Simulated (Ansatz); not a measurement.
**PHO (quintet): wave-function methods side by side, def2-TZVPP**

The task here is to estimate one member of a computed series from the others.

Program: Ansatz 0.2.0, Gaussian basis. Level of theory: def2-TZVPP, core rule «outside noble gas», up to 6 orbitals frozen. These are calculated values, not measurements.

The runs, in order: UHF; ROHF; CCSD(T) on UHF.

2 further runs of the same task are left out: 2 set aside as unsound or not needed.

### The geometry

The geometry is a PBE0/def2-TZVP stationary point (not a proven minimum) of the parent state, kept for this charge and spin.

3 atoms, charge 0, spin multiplicity 5.

Atoms are counted from 1 here; the program's logs count them from 0.

Bond lengths: O1–P2 1.634 Å, O1–H3 0.963 Å. Angles: P2–O1–H3 114.8°.

Set-up of the first run:

Input file in.yaml:

```yaml
crystal:
  periodic: [false, false, false]
  atoms:
    - {symbol: O, position_ang: [0.000000, -0.101812, 1.041721]}
    - {symbol: P, position_ang: [0.000000, 0.028618, -0.587387]}
    - {symbol: H, position_ang: [0.000000, 0.736686, 1.514642]}
basis:
  gaussian: {orbitals: def2-TZVPP}
magnetization: {spin_polarized: true, initial_magnetization: 4}
hamiltonian: {xc: hf}
output: {orbitals: {seedname: orbitals}}
```

Run with:

```
$ ansatz run in.yaml --threads 1 --pin off --events-out ev --progress --plain --max-ram 2816MiB --backend cpu
```

Among the steps run: UHF; ROHF; CCSD(T) on UHF.

One table of the session follows, with a row left open; its other results are not shown here.

| method | from UCCSD(T) (kcal/mol) |
| --- | --- |
| ROHF | ? |
| UHF | +218.40 |
| UMP2 | +19.51 |
| UCCSD | +8.97 |
| UCCSD(T) | 0 |

Q: Estimate the row for ROHF from the others.

As computed: from UCCSD(T) (kcal/mol): +222.62. In the column «from UCCSD(T) (kcal/mol)» it is the highest.
